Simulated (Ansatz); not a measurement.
# SiH2F+ (SMILES F[SiH2+]): single points off equilibrium

The task here is to estimate one member of a computed series from the others.

Program: Ansatz 0.2.0, Gaussian basis. Level of theory: single points in def2-TZVPP. These are calculated values, not measurements.

Cores are frozen in the correlated methods. B3LYP uses VWN-RPA correlation.

## The starting structure

4 atoms, charge 1, spin multiplicity 1.

Atoms are counted from 1 here; the program's logs count them from 0.

Bond lengths: F1–Si2 1.580 Å, Si2–H3 1.281 Å, Si2–H4 1.479 Å. Angles: F1–Si2–H3 115.5°, F1–Si2–H4 113.6°, H3–Si2–H4 130.5°.

Geometry (Å):

```xyz
4
FH2Si
F     1.2695    0.5879   -0.3598
Si   -0.1343   -0.0275    0.0229
H    -1.1437    0.7381   -0.1691
H    -0.0440   -1.3552    0.6683
```

The first run:

run/in.yaml

```yaml
crystal:
  periodic: [false, false, false]
  atoms:
    - {symbol: F, position_ang: [1.269500, 0.587900, -0.359800]}
    - {symbol: Si, position_ang: [-0.134300, -0.027500, 0.022900]}
    - {symbol: H, position_ang: [-1.143700, 0.738100, -0.169100]}
    - {symbol: H, position_ang: [-0.044000, -1.355200, 0.668300]}
basis:
  gaussian: {orbitals: def2-TZVPP}
total_charge: 1
correlation: {method: ccsd_t}
output: {forces: true}
```

No record of the launch command was kept for these runs.

Steps of the session up to this table: CCSD(T)/def2-TZVPP; PBE0-D4/def2-TZVPP; wB97M-V/def2-TZVPP; r2SCAN-D4/def2-TZVPP; PBE-D4/def2-TZVPP; B3LYP-D4/def2-TZVPP; B97M-V/def2-TZVPP.

One of the session's tables, all rows but one given; the rest of the session is left out.

| method | RMS force component (eV/Å) | angle to CCSD(T) forces (°) |
| --- | --- | --- |
| CCSD(T) | 2.540 | reference |
| PBE0-D4 | 2.581 | 1.4 |
| wB97M-V | ? | ? |
| r2SCAN-D4 | 2.544 | 1.1 |
| PBE-D4 | 2.480 | 6.7 |
| B3LYP-D4 | 2.489 | 1.6 |
| B97M-V | 2.485 | 2.5 |

**Question.** Estimate the row for wB97M-V.

**Answer.** RMS force component (eV/Å): 2.478; angle to CCSD(T) forces (°): 1.3. In the column «RMS force component (eV/Å)» it is the lowest.
